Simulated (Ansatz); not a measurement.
## TA phonon frequency at L of zinc-blende CuCl at several levels of theory

No measured value is used here.

| level (code) | value (cm⁻¹) | cell (Å³/atom) |
|---|---|---|
| LDA (Ansatz) | 36 | 17.65 |
| PBE (Ansatz) | 33 | 19.94 |
| B3LYP (VWN-RPA form) (Ansatz) | ___ | 21.33 |
| HSE06 (Ansatz) | 37 | 20.21 |

Problem. Some entries are withheld; supply them.

Solution. 
- B3LYP (VWN-RPA form) (Ansatz, an electronic-structure program), value (cm⁻¹): 39

Each level is taken at its own relaxed cell. K meshes differ between the levels. Ansatz's density-functional and Hartree–Fock values are scalar-relativistic unless marked +SOC, with PAW data made under PBE.
